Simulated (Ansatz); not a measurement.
We consider rhombohedral A7 As, described by PBEsol-D3(BJ) (Ansatz, a first-principles code, plane waves, PAW).

Numerical settings: plane-wave cutoff 520 eV, 18×18×18 k mesh, Fermi–Dirac smearing 0.05 eV, scalar-relativistic PAW data made under PBE.

Properties against volume:

Shape and atoms are relaxed at each volume.

| V (Å³/atom) | P (GPa) | c (Å) | a (Å) |
|---|---|---|---|
| 18.961 | 2.87 | 9.522 | 3.714 |
| 19.356 | 1.34 | 9.637 | 3.730 |
| 19.751 | 0.00 | 9.755 | 3.745 |
| 20.146 | -1.19 | 9.876 | 3.759 |
| 20.541 | -2.21 | 10.002 | 3.772 |

Note: the bulk modulus comes from volumes at which shape and atoms were relaxed.
